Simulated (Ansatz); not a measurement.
`C/C=C\C#N` + `CC` → `C/C=C\CC` + `C#N` at 298.15 K and 1 bar (formal exchange of groups at a C–C bond).

Computed with Ansatz on PBE0-D4/def2-TZVP structures; ΔE is electronic, products minus reactants. CCSD(T)/CBS is the MP2 limit (def2-TZVPP, def2-QZVPP) plus CCSD(T) − MP2 in def2-TZVPP, frozen cores. This one scheme is used for every species. Double bonds are as drawn, so ΔE can hold a change between cis and trans. One conformer a species, not always the lowest.

```
    species  CCSD(T)/CBS energy (Eh)  H − E (kJ/mol)  S (J/(mol·K))
`C/C=C\C#N`               -209.88622           225.1          306.4
       `CC`                -79.71954           207.7          227.7
 `C/C=C\CC`               -196.26940           379.5          333.8
      `C#N`                -93.32098            52.4          201.2
```

H − E and S are ideal-gas, rigid-rotor, harmonic terms from PBE0-D4/def2-TZVP, for one conformer and one mirror image of each species. 1 Eh = 2625.50 kJ/mol, R = 8.31446 J/(mol·K).

By hand: ΔE, ΔH, ΔS and ΔG.

ΔE = (-196.26940) + (-93.32098) − (-209.88622) − (-79.71954) = 0.01538 Eh = 40.4 kJ/mol. Δ(H − E) = 379.5 + 52.4 − 225.1 − 207.7 = -0.9, so ΔH = 39.5 kJ/mol. ΔS = 333.8 + 201.2 − 306.4 − 227.7 = 0.9 J/(mol·K). ΔG = 39.5 − 298.15 × (0.9)/1000 = 39.2 kJ/mol.

By hand: the equilibrium constant, and the temperature at which ΔG would vanish if ΔH and ΔS stayed fixed.

log₁₀ K = −ΔG/(RT ln 10) = -6.9. ΔG = 0 at ΔH/ΔS = 43889 K, far beyond where these terms or the molecules hold.

The number of gas molecules stays the same, so ΔS is small and ΔH decides. A doubt of 5 kJ/mol in ΔE shifts log₁₀ K by 0.9 here. Other conformers and mirror images would add mixing entropy, several J/(mol·K) or more a flexible species. Modes under 60 cm⁻¹, often nearly free rotors, make the harmonic entropy too high. These are equilibria of isolated gas molecules and say nothing of rates. Largest T1 diagnostic: 0.014 (customary marks: 0.02 for closed shells, 0.045 for open ones).
